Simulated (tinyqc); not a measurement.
UKS/LDA (PW92) in the sto-3g basis, for LiH, spin multiplicity 3, step by step. One step of it, computed by the program tinyqc.

Problem. Iteration 2: building the Kohn-Sham matrix. J_ij = sum D_kl (ij|kl) with D = D(alpha) + D(beta); F = H + J + V_xc; E = tr D H + tr D J / 2 + E_xc + E_nn.

D(alpha) after iteration 1, lower triangle:
```
            1Li 1s    1Li 2s    1Li 2px   1Li 2py   1Li 2pz     2H 1s
1Li 1s    0.977639
1Li 2s    0.032088  0.076961
1Li 2px   0.000000  0.000000   0.013561
1Li 2py   0.000000  0.000000  -0.115659  0.986439
1Li 2pz  -0.034990  0.117337   0.000000  0.000000  0.186198
2H 1s    -0.068435  0.195070   0.000000  0.000000  0.310444  0.517701
```

D(beta) after iteration 1, lower triangle:
```
            1Li 1s     1Li 2s   1Li 2px   1Li 2py    1Li 2pz     2H 1s
1Li 1s    0.972443
1Li 2s    0.051714   0.002750
1Li 2px   0.000000   0.000000  0.000000
1Li 2py   0.000000   0.000000  0.000000  0.000000
1Li 2pz   0.000870   0.000046  0.000000  0.000000   0.000001
2H 1s    -0.005818  -0.000309  0.000000  0.000000  -0.000005  0.000035
```

core Hamiltonian H = T + V (hartree), lower triangle:
```
            1Li 1s     1Li 2s    1Li 2px    1Li 2py    1Li 2pz      2H 1s
1Li 1s   -4.604586
1Li 2s   -1.032444  -1.300464
1Li 2px   0.000000   0.000000  -1.058014
1Li 2py   0.000000   0.000000   0.000000  -1.058014
1Li 2pz  -0.005801  -0.065968   0.000000   0.000000  -1.103427
2H 1s    -0.023044  -0.235168   0.000000   0.000000  -0.345552  -1.062051
```

Two-electron integrals (ij|kl) in chemists' order, unique and non-zero (hartree):
```
(11|11) 1.680395   (21|11) 0.265420   (21|21) 0.049941   (22|11) 0.397727
(22|21) 0.092860   (22|22) 0.290562   (31|31) 0.008981   (32|31) 0.013788
(32|32) 0.064184   (33|11) 0.396640   (33|21) 0.092880   (33|22) 0.290497
(33|33) 0.312946   (41|41) 0.008981   (42|41) 0.013788   (42|42) 0.064184
(43|43) 0.016869   (44|11) 0.396640   (44|21) 0.092880   (44|22) 0.290497
(44|33) 0.279207   (44|44) 0.312946   (51|51) 0.008981   (52|51) 0.013788
(52|52) 0.064184   (53|53) 0.016869   (54|54) 0.016869   (55|11) 0.396640
(55|21) 0.092880   (55|22) 0.290497   (55|33) 0.279207   (55|44) 0.279207
(55|55) 0.312946   (61|11) 0.005175   (61|21) 0.001002   (61|22) 0.001975
(61|33) 0.001943   (61|44) 0.001943   (61|51) 0.000155   (61|52) 0.000313
(61|55) 0.002039   (61|61) 0.000023   (62|11) 0.042838   (62|21) 0.010269
(62|22) 0.038634   (62|33) 0.036299   (62|44) 0.036299   (62|51) 0.001454
(62|52) 0.012259   (62|55) 0.043260   (62|61) 0.000265   (62|62) 0.012690
(63|31) 0.000414   (63|32) 0.002679   (63|53) 0.001381   (63|63) 0.000485
(64|41) 0.000414   (64|42) 0.002679   (64|54) 0.001381   (64|64) 0.000485
(65|11) 0.063055   (65|21) 0.015157   (65|22) 0.057841   (65|33) 0.054011
(65|44) 0.054011   (65|51) 0.002239   (65|52) 0.019100   (65|55) 0.065436
(65|61) 0.000395   (65|62) 0.019911   (65|65) 0.031313   (66|11) 0.198488
(66|21) 0.047860   (66|22) 0.194334   (66|33) 0.180334   (66|44) 0.180334
(66|51) 0.005796   (66|52) 0.063682   (66|55) 0.222029   (66|61) 0.001214
(66|62) 0.087892   (66|65) 0.139981   (66|66) 0.774606
```

nuclear repulsion = 0.59547323 hartree

V_xc(alpha) (hartree), lower triangle:
```
            1Li 1s     1Li 2s    1Li 2px    1Li 2py    1Li 2pz      2H 1s
1Li 1s   -1.041703
1Li 2s   -0.144860  -0.211540
1Li 2px   0.000000   0.000000  -0.179585
1Li 2py   0.000000   0.000000   0.006387  -0.239448
1Li 2pz  -0.001585  -0.022770   0.000000   0.000000  -0.211100
2H 1s    -0.002839  -0.049212   0.000000   0.000000  -0.077960  -0.427154
```

V_xc(beta) (hartree), lower triangle:
```
            1Li 1s     1Li 2s    1Li 2px    1Li 2py    1Li 2pz      2H 1s
1Li 1s   -1.032894
1Li 2s   -0.136941  -0.153910
1Li 2px   0.000000   0.000000  -0.138893
1Li 2py   0.000000   0.000000   0.002713  -0.166087
1Li 2pz  -0.000607  -0.009847   0.000000   0.000000  -0.152831
2H 1s    -0.002603  -0.026137   0.000000   0.000000  -0.040489  -0.191271
```

E_xc = sum of w rho eps_xc = -2.00438208 hartree

Give: Coulomb J; F(alpha); F(beta); total energy of this density.

Solution.

Coulomb J (hartree), lower triangle:
```
         1Li 1s  1Li 2s  1Li 2px  1Li 2py  1Li 2pz   2H 1s
1Li 1s   3.9814
1Li 2s   0.6816  1.3102
1Li 2px  0.0000  0.0000   1.2846
1Li 2py  0.0000  0.0000  -0.0039   1.3174
1Li 2pz  0.0076  0.0637   0.0000   0.0000   1.3218
2H 1s    0.0138  0.1982   0.0000   0.0000   0.3003  1.1688
```

F(alpha) (hartree), lower triangle:
```
          1Li 1s   1Li 2s  1Li 2px  1Li 2py  1Li 2pz    2H 1s
1Li 1s   -1.6649
1Li 2s   -0.4957  -0.2018
1Li 2px   0.0000   0.0000   0.0470
1Li 2py   0.0000   0.0000   0.0025   0.0200
1Li 2pz   0.0002  -0.0251   0.0000   0.0000   0.0073
2H 1s    -0.0121  -0.0861   0.0000   0.0000  -0.1233  -0.3204
```

F(beta) (hartree), lower triangle:
```
          1Li 1s   1Li 2s  1Li 2px  1Li 2py  1Li 2pz    2H 1s
1Li 1s   -1.6561
1Li 2s   -0.4878  -0.1442
1Li 2px   0.0000   0.0000   0.0877
1Li 2py   0.0000   0.0000  -0.0012   0.0933
1Li 2pz   0.0011  -0.0121   0.0000   0.0000   0.0655
2H 1s    -0.0119  -0.0631   0.0000   0.0000  -0.0858  -0.0845
```

total energy of this density = -7.582109 hartree
